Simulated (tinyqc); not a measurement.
Worked calculation: CCSD on RHF in the sto-3g basis, for H2O, spin multiplicity 1. One step of it, computed by the program tinyqc.

Task: CCSD: starting amplitudes. t_ij^ab = <ij||ab> / (e_i + e_j - e_a - e_b), whose energy is MP2.

orbital energies (hartree): MO1 -20.262467, MO2 -1.212832, MO3 -0.550630, MO4 -0.438944, MO5 -0.388018, MO6 0.485186, MO7 0.594111

Two-electron integrals over orbitals (pq|rs), unique and non-zero (hartree):
```
p,q,r,s,(pq|rs)
1,1,1,1,4.746561
2,1,1,1,-0.427557
2,1,2,1,0.060898
2,2,1,1,1.018111
2,2,2,1,-0.015016
2,2,2,2,0.723699
3,1,3,1,0.010638
3,2,3,1,0.016883
3,2,3,2,0.131931
3,3,1,1,0.765520
3,3,2,1,-0.004663
3,3,2,2,0.618100
3,3,3,3,0.597264
4,1,1,1,0.167904
4,1,2,1,-0.021956
4,1,2,2,0.012829
4,1,3,3,0.005655
4,1,4,1,0.024601
4,2,1,1,-0.146426
4,2,2,1,0.008213
4,2,2,2,-0.021183
4,2,3,3,0.004438
4,2,4,1,0.018417
4,2,4,2,0.129500
4,3,3,1,-0.002638
4,3,3,2,0.027199
4,3,4,3,0.054756
4,4,1,1,0.941373
4,4,2,1,-0.011497
4,4,2,2,0.662439
4,4,3,3,0.568934
4,4,4,1,-0.009009
4,4,4,2,-0.095521
4,4,4,4,0.710760
5,1,5,1,0.025972
5,2,5,1,0.033137
5,2,5,2,0.149705
5,3,5,3,0.026612
5,4,5,1,-0.012130
5,4,5,2,-0.044583
5,4,5,4,0.049253
5,5,1,1,1.115355
5,5,2,1,-0.012088
5,5,2,2,0.753482
5,5,3,3,0.604289
5,5,4,1,0.004719
5,5,4,2,-0.079254
5,5,4,4,0.694887
5,5,5,5,0.880159
6,1,1,1,-0.201443
6,1,2,1,0.030606
6,1,2,2,-0.001882
6,1,3,3,0.000591
6,1,4,1,0.002561
6,1,4,2,0.020799
6,1,4,4,-0.016132
6,1,5,5,-0.005442
6,1,6,1,0.026487
6,2,1,1,0.270976
6,2,2,1,-0.006140
6,2,2,2,0.132740
6,2,3,3,0.067203
6,2,4,1,0.018451
6,2,4,2,0.030734
6,2,4,4,0.065522
6,2,5,5,0.143151
6,2,6,1,0.009773
6,2,6,2,0.095621
6,3,3,1,0.002680
6,3,3,2,-0.037285
6,3,4,3,-0.036968
6,3,6,3,0.074350
6,4,1,1,0.265022
6,4,2,1,-0.003433
6,4,2,2,0.123364
6,4,3,3,0.048127
6,4,4,1,0.001165
6,4,4,2,-0.047684
6,4,4,4,0.131747
6,4,5,5,0.146260
6,4,6,1,-0.001792
6,4,6,2,0.060200
6,4,6,4,0.094527
6,5,5,1,0.013359
6,5,5,2,0.052079
6,5,5,4,0.004788
6,5,6,5,0.034817
6,6,1,1,0.784558
6,6,2,1,-0.007412
6,6,2,2,0.595890
6,6,3,3,0.551436
6,6,4,1,0.018183
6,6,4,2,0.048907
6,6,4,4,0.544707
6,6,5,5,0.579240
6,6,6,1,0.008839
6,6,6,2,0.092824
6,6,6,4,0.052172
6,6,6,6,0.583469
7,1,3,1,0.014409
7,1,3,2,0.021760
7,1,4,3,-0.003645
7,1,6,3,0.003107
7,1,7,1,0.019549
7,2,3,1,0.014691
7,2,3,2,0.052919
7,2,4,3,-0.031045
7,2,6,3,0.030628
7,2,7,1,0.019010
7,2,7,2,0.067422
7,3,1,1,0.369464
7,3,2,1,-0.007036
7,3,2,2,0.161105
7,3,3,3,0.088696
7,3,4,1,-0.000312
7,3,4,2,-0.078022
7,3,4,4,0.144250
7,3,5,5,0.201205
7,3,6,1,-0.005848
7,3,6,2,0.069258
7,3,6,4,0.099122
7,3,6,6,0.043827
7,3,7,3,0.159265
7,4,3,1,-0.008397
7,4,3,2,-0.073346
7,4,4,3,-0.012000
7,4,6,3,0.053553
7,4,7,1,-0.011361
7,4,7,2,-0.017102
7,4,7,4,0.071066
7,5,5,3,0.023873
7,5,7,5,0.024956
7,6,3,1,0.007720
7,6,3,2,0.087166
7,6,4,3,0.060843
7,6,6,3,-0.066032
7,6,7,1,0.010185
7,6,7,2,-0.005023
7,6,7,4,-0.060363
7,6,7,6,0.112552
7,7,1,1,0.840139
7,7,2,1,-0.008910
7,7,2,2,0.609473
7,7,3,3,0.584819
7,7,4,1,0.003784
7,7,4,2,-0.017917
7,7,4,4,0.581431
7,7,5,5,0.610088
7,7,6,1,-0.003774
7,7,6,2,0.061874
7,7,6,4,0.050157
7,7,6,6,0.551351
7,7,7,3,0.094902
7,7,7,7,0.597833
```

Give: Starting amplitudes; correlation energy.

Result:

Starting amplitudes (spin orbitals 1a, 1b, ...; amplitudes related by a flip of all spins are not repeated; the 24 largest):
```
from,to,t
3a 3b,7a 7b,-0.0696
4a 4b,6a 6b,-0.0511
3a 4b,6b 7a,0.0479
3a 3b,6a 6b,-0.0359
4a 4b,7a 7b,-0.0344
2a 2b,6a 6b,-0.0282
3a 4b,6a 7b,-0.0259
2a 3b,6a 7b,-0.0244
2a 4b,6a 6b,-0.0230
3a 4a,6a 7a,0.0220
5a 5b,6a 6b,-0.0199
2a 2b,7a 7b,-0.0187
2a 3a,6a 7a,-0.0136
5a 5b,7a 7b,-0.0127
2a 3b,6b 7a,0.0108
2a 4b,7a 7b,0.0060
1a 2b,7a 7b,-0.0008
1a 1b,6a 6b,-0.0006
1a 4b,7a 7b,0.0005
1a 1b,7a 7b,-4.69e-04
1a 2b,6a 6b,-4.35e-04
1a 3a,6a 7a,4.09e-04
1a 3b,6a 7b,2.67e-04
1a 3b,6b 7a,1.42e-04
```

correlation energy = -0.048410 hartree
